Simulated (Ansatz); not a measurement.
System: chalcopyrite CdSnAs₂. Method: r²SCAN-D4 (PAW; Ansatz, a first-principles code).

Settings: plane-wave cutoff 560 eV, 8×8×8 k mesh, Fermi–Dirac smearing 0.01 eV, scalar-relativistic PAW data made under PBE.

Shape and atoms are relaxed at each volume.

Pressure at four volumes; x = ln(V/28.043 Å³). One pressure is withheld.

| V (Å³/atom) | x | P (GPa) |
|---|---|---|
| 26.921 | -0.0408 | ? |
| 27.482 | -0.0202 | 1.20 |
| 28.043 | 0.0000 | 0.00 |
| 29.165 | 0.0392 | -2.04 |

Question: Pass a parabola P(x) through the three rows shown, estimate the bulk modulus and its pressure derivative near zero pressure, and predict the withheld pressure.

Answer: Slopes between the rows: (0.00 − (1.20))/(0.0000 − (-0.0202)) = -59.41 and (-2.04 − (0.00))/(0.0392 − (0.0000)) = -52.04 GPa. Their difference over the span 0.0594 is c = 7.37/0.0594 = 124.1 GPa, so P(x) = 1.20 + (-59.41)(x − (-0.0202)) + 124.1 (x − (-0.0202))(x − (0.0000)). At the middle row B = −dP/dx = −[-59.41 + 124.1 × 0.0202] = 56.9 GPa, and B′ = dB/dP = 2c/B = 4.4. At x = -0.0408 the parabola gives 2.53 GPa; the run gives 2.56 GPa. The Birch–Murnaghan fit to the energies at all volumes has B0 = 56.9 GPa and B′ = 4.6.

Note: the relaxation could not lower the start's symmetry, so the cell can be a saddle point above a distorted one; this level leaves the solid without a gap, although one is measured.

Spin–orbit coupling is not included.
